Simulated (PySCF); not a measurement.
Multinuclear NMR of C$_{3}$H$_{3}$FO

Mapped SMILES: `[CH2:1]=[CH:2][C:3](=[O:4])[F:5]`; H(Xn) means a hydrogen on atom n. Ha(C1) is cis to C3; Hb(C1) is trans to C3.

[PySCF: B3LYP/pcJ-1 coupling constants; geometry: PBE0-D3(BJ)/def2-SVP; GIAO KT3/pcSseg-2 shieldings; non-relativistic Hamiltonian; gas phase; a single conformation]

What are the 19F shifts?

Results:


```tsv
atoms	environment	σ (ppm)	δ (ppm)
F5	fluorine bonded to C	130.2	31.3
```

Shieldings were converted by a linear fit to measured shifts: 19F: δ = 151.54 − 0.923σ (rms 8.9 ppm, 17 shifts vs CFCl3, solution or neat liquid). A few per cent of atoms miss by over 2 rms, more outside the fitted compound classes. Couplings are scaled by factors fitted to measured values: 2J(H,H) × 0.91 (rms 0.6 Hz), 3J(H,H) × 0.91 (rms 0.4 Hz, 0.5 with 2 outliers), 1J(C,F) × 0.77 (rms 7.3 Hz), 2J(C,F) × 1.09 (rms 1.9 Hz, 5.0 with 1 outliers), 3J(C,F) × 1.48 (rms 1.3 Hz); all others are unscaled and can be 10–30 % off.

Couplings (the largest are listed; each averaged over equivalent pairs): 1J(C3,F5) = -313.7 Hz, 2J(C2,F5) = 91.9 Hz, 2J(O4,F5) = 65.3 Hz, 3J(C1,F5) = 25.8 Hz, 3J(F5,H(C2)) = -7.3 Hz.

On a 600 MHz spectrometer 19F resonates near 564.6 MHz, so 1 ppm is 564.6 Hz.
